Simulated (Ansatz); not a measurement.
For Al (model structure, started from the omega type, P6/mmm, No. 191, 3 atoms in the cell), PBE (plane waves, PAW; Ansatz, a program for electronic structure) gives:

| Property | Value |
|---|---|
| equilibrium lattice constant a | 4.612 Å |
| c axis length | 2.797 Å |

What does PBE-D3(BJ) (Ansatz, PAW) give for the same quantities?


- lattice constant a: 4.543 Å (decreases by 1.5 %)
- lattice parameter c: 2.754 Å (decreases by 1.5 %)

Changes are worked out from the printed values.

Unless a cell is named, each level is at its own relaxed cell (PBE 17.17, PBE-D3(BJ) 16.41 Å³/atom).

Ansatz's density-functional and Hartree–Fock values are scalar-relativistic unless marked +SOC, with PAW data made under PBE.

A model structure was made by putting elements into a prototype or built by hand; it is no filed structure, need not be a known phase, and can be a saddle point held by its symmetry.
